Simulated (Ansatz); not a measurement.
2H MoS₂ was calculated with r²SCAN+rVV10 in Ansatz (PAW).

Run with plane-wave cutoff 500 eV, 18×18×4 k mesh (along the axes of the cell as run), Fermi–Dirac smearing 0.05 eV, no spin polarisation, scalar-relativistic PAW data made under PBE.

Cell (relaxed at this level):

```xyz
6
Lattice="3.1730 0.0000 0.0000 -1.5865 2.7479 0.0000 0.0000 0.0000 12.4380" Properties=species:S:1:pos:R:3 pbc="T T T"
Mo     1.5865     0.9160     3.1095
Mo     0.0000     1.8320     9.3285
S      1.5865     0.9160     7.7728
S      0.0000     1.8320     4.6653
S      0.0000     1.8320     1.5538
S      1.5865     0.9160    10.8843
```

Problem. Estimate the band gap that the calculation returns.

Solution. 
- band gap: 1.02 eV (on the SCF k mesh)

Measured, for comparison: band gap 1.23 eV (room temperature, no zero-point or thermal correction, bulk 2H, our sources range from 1.23 to 1.29; as tabulated in Bastos et al. (2019), arXiv:1903.08112).

Spin–orbit coupling is not included.

Static lattice: no zero-point or thermal effects.

Ansatz is a program for electronic structure.
